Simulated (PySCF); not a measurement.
C₅H₅O (doublet state).
Cartesian coordinates in Å at the GFN2-xTB level; atoms count from 1:
```
atom  x, y, z in Å
C1     2.351   -0.402   -0.138
C2     1.212   -0.085   -0.326
C3    -0.182    0.280   -0.504
C4    -1.101   -0.650    0.303
C5    -0.322    1.721   -0.096
O6    -0.908    2.232    0.801
H7     3.349   -0.688    0.011
H8    -0.425    0.222   -1.572
H9    -0.853   -0.594    1.361
H10   -2.140   -0.356    0.170
H11   -0.974   -1.676   -0.036
```

The hyperfine couplings belong to this conformer and change with its torsions.

As a line formula: `C#C[C@@H](C)[C]=O` [radical].

Theory: UKS B3LYP, pcH-1 on C H O, non-relativistic, mean-field spin-orbit, GIAO in PySCF. One conformer (not necessarily the lowest) at the GFN2-xTB geometry, without solvent, vibrations or thermal averaging. GFN2-xTB frequencies show an imaginary mode (32i cm⁻¹), so this geometry is no minimum at that level. The geometry wasn't refined by DFT: couplings that depend on bond lengths, twists or pyramidal angles can differ widely from those at the functional's own minimum. No stability test was run, so a lower SCF solution isn't excluded.

(1) Give the principal g shifts and their parts.

(2) What effective moment and Curie constant follow for a powder?

(3) How much does each term add to the isotropic shift?

(4) At 9.486 GHz, how far is the centre of the isotropic spectrum from where a free electron (g = 2.002319) resonates?

(5) In a frozen sample, at which fields do the three g values resonate at 9.5, 34, 94 and 263 GHz (hyperfine left aside), and which band first spreads them over more than twice a line width of 1.0 mT?

Results:

(1) 
```csv
Δg (ppt),1,2,3
relativistic mass correction,-0.22,-0.22,-0.22
gauge correction,0.04,0.02,-0.05
orbital Zeeman/spin–orbit,-6.94,-0.14,2.55
total,-7.13,-0.34,2.27
```

So g = 1.99519, 2.00198, 2.00459 and g_iso = 2.00059; the tensor is rhombic: the two nearest values differ by 28 % of g3 − g1. Axes: g1 points within 14° of the C5–O6 bond.

(2) With the mean of g² = 4.0024 and S(S+1) = 0.75: μ_eff = √(⟨g²⟩S(S+1)) = 1.733 μB and χT = 0.12505·⟨g²⟩·S(S+1) = 0.375 cm³ K/mol (cgs; spin-Hamiltonian part alone).

(3) The orbital-Zeeman/spin–orbit term -1.51, the mass correction -0.22 and the gauge correction 0.00 ppt, for a total of -1.73 ppt. The orbital-Zeeman/spin–orbit term is the largest in size. The mass correction is the same along every axis, so the anisotropy comes from the other two: their spans along these axes are 0.09 (gauge) and 9.49 ppt (orbital Zeeman/spin–orbit).

(4) B = hν/(g μB) with μB/h = 13.99624 MHz/mT gives 338.48 mT for the free electron and 338.78 mT at g_iso, 0.29 mT higher.

(5) 
| band | GHz | B(g3) mT | B(g2) mT | B(g1) mT | spread mT |
| --- | --- | --- | --- | --- | --- |
| X | 9.5 | 338.60 | 339.04 | 340.19 | 1.60 |
| Q | 34.0 | 1211.83 | 1213.41 | 1217.54 | 5.71 |
| W | 94.0 | 3350.35 | 3354.72 | 3366.14 | 15.78 |
| J | 263.0 | 9373.86 | 9386.08 | 9418.02 | 44.16 |

The spread grows in proportion to the frequency. Q band is the first where it exceeds 2.0 mT.

The Mulliken spin populations are largest on C5 (+0.67) and O6 (+0.23).

The HOMO–LUMO gaps are 4.35 eV among the α and 6.20 eV among the β orbitals.
